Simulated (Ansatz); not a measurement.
# P4: geometry optimisation

The task: find the minimum of P4 nearest to the start.

Computed with Ansatz 0.2.0. Level: RKS r2SCAN0-D4/def2-SVPD.

2 further runs of the same task are left out: 2 set aside as unsound or not needed.

## (1) The system as given

SMILES `p12p3p1p23`, 4 atoms, charge 0, spin multiplicity 1.

Atoms are counted from 1 here; the program's logs count them from 0.

Bond lengths: P1–P2 2.231 Å, P1–P3 2.231 Å, P1–P4 2.231 Å, P2–P3 2.231 Å, P2–P4 2.231 Å, P3–P4 2.231 Å. Angles: P2–P1–P3 60.0°, P2–P1–P4 60.0°, P3–P1–P4 60.0°, P1–P2–P3 60.0°, P1–P2–P4 60.0°, P3–P2–P4 60.0°, P1–P3–P2 60.0°, P1–P3–P4 60.0°, P2–P3–P4 60.0°, P1–P4–P2 60.0°, P1–P4–P3 60.0°, P2–P4–P3 60.0°.

Geometry (Å):

```xyz
4
P4
P    -0.74048   -0.10216    1.14359
P     1.32286    0.11218    0.32251
P    -0.18899   -1.11534   -0.76607
P    -0.39339    1.10532   -0.70005
```

## (2) Relaxation

Contents of input.yaml:

```yaml
crystal:
  periodic: [false, false, false]
  atoms:
    - { symbol: P, position_ang: [-0.740476, -0.102156, 1.143593] }
    - { symbol: P, position_ang: [1.322863, 0.112184, 0.322512] }
    - { symbol: P, position_ang: [-0.188995, -1.115342, -0.766067] }
    - { symbol: P, position_ang: [-0.393392, 1.105323, -0.700048] }
basis:
  gaussian: { orbitals: def2-SVPD }
hamiltonian:
  xc: { name: r2SCAN0 }
  dispersion: d4
output:
  forces: true
relax:
  f_tol: 0.003
  max_steps: 120
```

The run is started by

```sh
$ ansatz run input.yaml --threads 1 --pin off --max-ram 2560MiB --backend cpu --events-out ev --progress --plain --runs-dir out
```

Log:

```text
Warning: RAYON_NUM_THREADS=1 ignored (pool sized by the plan → 1); use --threads N
The last accepted step is kept in <dir> (removed where the run ends without a failure and the disk answers)
Engine: ansatz 0.2.0, aarch64-unknown-linux-gnu
Functional definition: r2SCAN0
  parameter a = 0.25
  parameter k0 = 0.174
  parameter k1 = 0.065
  parameter a1 = 4.9479
  exchange = (1 - a)*r2scan_x(k0 = k0, k1 = k1, a1 = a1) + a*exact_x
  correlation = r2scan_c
938 factors; integrals over basis functions are off by at most 1.9e-4 eV
mean field evaluation 1: about -37141.4875 eV, gradient 5.9e0 eV
mean field evaluation 2: about -37141.5228 eV, gradient 5.7e0 eV
mean field evaluation 4: about -37141.6273 eV, gradient 7.1e-2 eV
mean field evaluation 8: about -37141.6217 eV, gradient 3.8e-4 eV
mean field -37141.62170954 eV, -1364.9294223301 hartree, gradient 2.7e-5 eV, S^2 0.000000; 0 other end points of the search recorded, 0 dependent functions left out
the calculation of the forces begins
reference -37141.62171699 eV, -1364.9294226041 hartree; 30, 30 occupied and 66, 66 virtual orbitals, 938 factors
relax step   1: F+E_penalty+E_count = -37141.68058686 eV  Δ(F+E_penalty+E_count) = +0.000e0 eV  max|allowed force component| = 8.791e-1 eV/Å  Δτ_max = 0.0000 Å  (24 SCF iters, accepted)
these checks for a lower state are left out or cut short: starts, cluster_reference, orbital_swaps, neighbouring_geometries, increment
938 factors; integrals over basis functions are off by at most 1.9e-4 eV
mean field evaluation 16: about -37141.6559 eV, gradient 5.5e-2 eV
mean field -37141.65587045 eV, -1364.9306777205 hartree, gradient 1.1e-5 eV, S^2 0.000000; 0 other end points of the search recorded, 0 dependent functions left out
the calculation of the forces begins
reference -37141.65587794 eV, -1364.9306779957 hartree; 30, 30 occupied and 66, 66 virtual orbitals, 938 factors
relax step   2: F+E_penalty+E_count = -37141.71476727 eV  Δ(F+E_penalty+E_count) = -3.418e-2 eV  max|allowed force component| = 3.007e-1 eV/Å  Δτ_max = 0.0139 Å  (27 SCF iters, accepted)
these checks for a lower state are left out or cut short: starts, cluster_reference, orbital_swaps, neighbouring_geometries, increment
938 factors; integrals over basis functions are off by at most 2.0e-4 eV
mean field -37141.66008325 eV, -1364.9308325381 hartree, gradient 8.4e-5 eV, S^2 0.000000; 0 other end points of the search recorded, 0 dependent functions left out
the calculation of the forces begins
reference -37141.66009075 eV, -1364.9308328137 hartree; 30, 30 occupied and 66, 66 virtual orbitals, 938 factors
relax step   3: F+E_penalty+E_count = -37141.71898882 eV  Δ(F+E_penalty+E_count) = -4.222e-3 eV  max|allowed force component| = 1.382e-2 eV/Å  Δτ_max = 0.0065 Å  (24 SCF iters, accepted)
these checks for a lower state are left out or cut short: starts, cluster_reference, orbital_swaps, neighbouring_geometries, increment
938 factors; integrals over basis functions are off by at most 2.0e-4 eV
mean field evaluation 32: about -37141.6601 eV, gradient 7.5e-5 eV
mean field -37141.66007951 eV, -1364.9308324005 hartree, gradient 7.5e-5 eV, S^2 0.000000; 0 other end points of the search recorded, 0 dependent functions left out
the calculation of the forces begins
reference -37141.66008701 eV, -1364.9308326762 hartree; 30, 30 occupied and 66, 66 virtual orbitals, 938 factors
relax step   4: F+E_penalty+E_count = -37141.71898595 eV  Δ(F+E_penalty+E_count) = +2.866e-6 eV  max|allowed force component| = 1.596e-2 eV/Å  Δτ_max = 0.0007 Å  (20 SCF iters, rejected (line search))
these checks for a lower state are left out or cut short: starts, cluster_reference, orbital_swaps, neighbouring_geometries, increment
938 factors; integrals over basis functions are off by at most 2.0e-4 eV
mean field -37141.66009152 eV, -1364.9308328420 hartree, gradient 3.5e-5 eV, S^2 0.000000; 0 other end points of the search recorded, 0 dependent functions left out
the calculation of the forces begins
reference -37141.66009902 eV, -1364.9308331176 hartree; 30, 30 occupied and 66, 66 virtual orbitals, 938 factors
relax step   5: F+E_penalty+E_count = -37141.71899750 eV  Δ(F+E_penalty+E_count) = -8.677e-6 eV  max|allowed force component| = 2.646e-5 eV/Å  Δτ_max = 0.0003 Å  (19 SCF iters, accepted)
938 factors; integrals over basis functions are off by at most 2.0e-4 eV
mean field -37141.66009152 eV, -1364.9308328420 hartree, gradient 3.5e-5 eV, S^2 0.000000; 1 other end points of the search recorded, 0 dependent functions left out
the calculation of the forces begins
reference -37141.66009902 eV, -1364.9308331176 hartree; 30, 30 occupied and 66, 66 virtual orbitals, 938 factors
Total energy: -37141.71900500 eV, -1364.9329978723 hartree
Atom 0 at    -0.729269    -0.100609     1.126284 Å, force     0.000002     0.000015    -0.000019 eV/Å
Atom 1 at     1.302837     0.110482     0.317627 Å, force    -0.000023    -0.000022    -0.000019 eV/Å
Atom 2 at    -0.186130    -1.098457    -0.754469 Å, force     0.000026     0.000019     0.000017 eV/Å
Atom 3 at    -0.387438     1.088593    -0.689452 Å, force    -0.000005    -0.000012     0.000021 eV/Å
Dipole moment:    -0.000000     0.000000     0.000000 e Å
```

Wall time 34 s (1 thread of Arm Neoverse V2, shared host); peak memory 0.22 GiB.

Step by step:

| step | energy from step 1 (eV) | largest force component (eV/Å) |
| --- | --- | --- |
| 1 | 0.0000 | 0.8791 |
| 2 | -0.0342 | 0.3007 |
| 3 | -0.0384 | 0.0138 |
| 4 | -0.0384 | 0.0160 |
| 5 | -0.0384 | 0.0000 |

Distances of close pairs at the start and the end, largest changes first:

| bond | before (Å) | after (Å) | change (Å) |
| --- | --- | --- | --- |
| P2–P3 | 2.231 | 2.197 | -0.034 |
| P3–P4 | 2.231 | 2.197 | -0.034 |
| P2–P4 | 2.231 | 2.197 | -0.034 |
| P1–P2 | 2.231 | 2.197 | -0.034 |
| P1–P3 | 2.231 | 2.197 | -0.034 |
| P1–P4 | 2.231 | 2.197 | -0.034 |

## (3) Summary of results

```
             quantity      value
        energy gained  0.0384 eV
root mean square move    0.021 Å
        dipole moment     0.00 D
```

What this shows: Bond lengths: P1–P2 2.197 Å, P1–P3 2.197 Å, P1–P4 2.197 Å, P2–P3 2.197 Å, P2–P4 2.197 Å, P3–P4 2.197 Å. Angles: P2–P1–P3 60.0°, P2–P1–P4 60.0°, P3–P1–P4 60.0°, P1–P2–P3 60.0°, P1–P2–P4 60.0°, P3–P2–P4 60.0°, P1–P3–P2 60.0°, P1–P3–P4 60.0°, P2–P3–P4 60.0°, P1–P4–P2 60.0°, P1–P4–P3 60.0°, P2–P4–P3 60.0°. No frequencies were computed here.
